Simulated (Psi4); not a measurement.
# P2H2 (phosphanylidenephosphane): PBE/6-311+G(d,p) (sweep point 7)

Aim: the vertical ionisation energy of P2H2 (phosphanylidenephosphane) at PBE/6-311+G** (sweep point 7), from 2 runs. 

Program for the calculation: Psi4 1.11.

## Step 1: Starting point

P2H2: 4 atoms, total charge 0, spin state singlet. As SMILES, `[H]/P=P/[H]`. The shape is that of a GFN2-xTB optimisation.

Bond lengths: P1–P2 2.016 Å, P1–H3 1.403 Å, P2–H4 1.403 Å. Angles: P1–P2–H4 94.8°, P2–P1–H3 94.8°.

## Step 2: A single-point energy at PBE/6-311+G(d,p) (sweep point 7)

File calc.inp:

```
memory 1600 MB

molecule {
  P     -0.024370    -1.003630     0.088350
  P      0.024420     1.003540    -0.088260
  H      1.037260    -1.067570     1.003320
  H     -1.037310     1.067660    -1.003410
  units angstrom
  symmetry c1
}

set basis 6-311+G**
set puream true
set scf_type pk
set dft_radial_points 99
set dft_spherical_points 590

result = energy('pbe')
print_variables()
```

Run with:

```sh
$ psi4 -i calc.inp -o calc.out -n 1
```

calc.out:

```text
[...]
  Running in c1 symmetry.
[...]
  Nuclear repulsion =   76.759456495580409
[...]
  Multiplicity = 1
[...]
  Nalpha       = 16
  Nbeta        = 16
[...]
    Number of basis functions: 72
[...]
   @RKS iter   1:  -683.46495895130136   -1.49901e-01   8.46424e-03 ADIIS/DIIS
[...]
   @RKS iter   8:  -683.57467998639186   -3.58040e-08   4.37737e-07 DIIS
[...]
    Orbital Energies [Eh]
    ---------------------
    Doubly Occupied:
       1A    -76.306306     2A    -76.306294     3A     -6.320804
       4A     -6.320685     5A     -4.538419     6A     -4.538328
       7A     -4.536477     8A     -4.535959     9A     -4.533161
      10A     -4.532685    11A     -0.642036    12A     -0.503204
      13A     -0.331128    14A     -0.330185    15A     -0.259356
      16A     -0.234007
[...]
  @RKS Final Energy:  -683.57467998639186
   => Energetics <=
    Nuclear Repulsion Energy =             76.7594564955804088
    One-Electron Energy =               -1097.9311141777766352
    Two-Electron Energy =                 384.4751390317273945
    DFT Exchange-Correlation Energy =     -46.8781613359229752
    Empirical Dispersion Energy =           0.0000000000000000
    VV10 Nonlocal Energy =                  0.0000000000000000
    Total Energy =                       -683.5746799863918568
[...]
 Multipole Moments:
 ------------------------------------------------------------------------------------
     Multipole            Electronic (a.u.)      Nuclear  (a.u.)        Total (a.u.)
 ------------------------------------------------------------------------------------
 L = 1.  Multiply by 2.5417464519 to convert [e a0] to [Debye]
 Dipole X            :          0.0001390           -0.0000937            0.0000453
 Dipole Y            :         -0.0001956            0.0001686           -0.0000270
 Dipole Z            :          0.0002110           -0.0001686            0.0000424
 Magnitude           :                                                    0.0000677
[...]
```

It took 8.1 s on 1 thread of AMD EPYC 7R43 (Zen 3), shared host; peak memory 0.63 GiB.

## Step 3: The doublet cation, same level

File calc.inp:

```
memory 1.6 GB

molecule molecule1 {
  1 2
  P     -0.024370    -1.003630     0.088350
  P      0.024420     1.003540    -0.088260
  H      1.037260    -1.067570     1.003320
  H     -1.037310     1.067660    -1.003410
  symmetry c1
}

set globals {
  basis                6-311+G**
  reference            uks
  puream               true
  scf_type             pk
  dft_radial_points    99
  dft_spherical_points 590
  maxiter              150
}

energy_value, wavefunction = energy('pbe', return_wfn=True)
```

Run with:

```sh
$ psi4 calc.inp calc.out -n 1
```

calc.out:

```text
[...]
  Running in c1 symmetry.
[...]
  Nuclear repulsion =   76.759456495580409
[...]
  Multiplicity = 2
[...]
  Nalpha       = 16
  Nbeta        = 15
[...]
    Number of basis functions: 72
[...]
   @UKS iter   1:  -683.17421098697037    1.40847e-01   6.97495e-03 ADIIS/DIIS
[...]
   @UKS iter   9:  -683.22261595556631   -5.21618e-09   1.41360e-07 DIIS
[...]
   @S^2 Observed:                7.539472797E-01
[...]
    Orbital Energies [Eh]
    ---------------------
    Alpha Occupied:
       1A    -76.592847     2A    -76.592832     3A     -6.604294
       4A     -6.604183     5A     -4.823209     6A     -4.822336
       7A     -4.820238     8A     -4.820148     9A     -4.817349
      10A     -4.817232    11A     -0.905458    12A     -0.765186
      13A     -0.598058    14A     -0.584475    15A     -0.512475
      16A     -0.505994
    Alpha Virtual:
      17A     -0.388072    18A     -0.251210    19A     -0.238575
      20A     -0.192413    21A     -0.150295    22A     -0.116178
      23A     -0.110267    24A     -0.104832    25A     -0.092213
[...]
  @UKS Final Energy:  -683.22261595556631
   => Energetics <=
    Nuclear Repulsion Energy =             76.7594564955804088
    One-Electron Energy =               -1089.2028368181331643
    Two-Electron Energy =                 375.8052336451225415
    DFT Exchange-Correlation Energy =     -46.5844692781360408
    Empirical Dispersion Energy =           0.0000000000000000
    VV10 Nonlocal Energy =                  0.0000000000000000
    Total Energy =                       -683.2226159555663116
[...]
 Multipole Moments:
 ------------------------------------------------------------------------------------
     Multipole            Electronic (a.u.)      Nuclear  (a.u.)        Total (a.u.)
 ------------------------------------------------------------------------------------
 L = 1.  Multiply by 2.5417464519 to convert [e a0] to [Debye]
 Dipole X            :          0.0000818           -0.0000937           -0.0000119
 Dipole Y            :         -0.0001031            0.0001686            0.0000656
 Dipole Z            :          0.0000994           -0.0001686           -0.0000693
 Magnitude           :                                                    0.0000961
[...]
```

Run time: 12 s. Hardware: 1 thread of AMD EPYC 7R43 (Zen 3), shared host; peak memory 0.63 GiB.

## Step 4: What came out

At PBE/6-311+G** (sweep point 7):

```
                                          quantity          value
                        singlet P2H2: total energy  -683.57468 Eh
                       singlet P2H2: dipole moment         0.00 D
                         singlet P2H2: HOMO energy       -6.37 eV
                         singlet P2H2: LUMO energy       -3.77 eV
                       singlet P2H2: HOMO–LUMO gap        2.60 eV
                      doublet cation: total energy  -683.22262 Eh
doublet cation: HOMO energy (highest over α and β)      -13.60 eV
 doublet cation: LUMO energy (lowest over α and β)      -12.80 eV
                              doublet cation: ⟨S²⟩          0.754
vertical ionisation energy (to the doublet cation)       9.580 eV
```

Removing an electron at fixed nuclei costs 9.58 eV (221 kcal/mol). −ε(HOMO) before ionisation, 6.37 eV, is 3.21 eV below this ionisation energy.
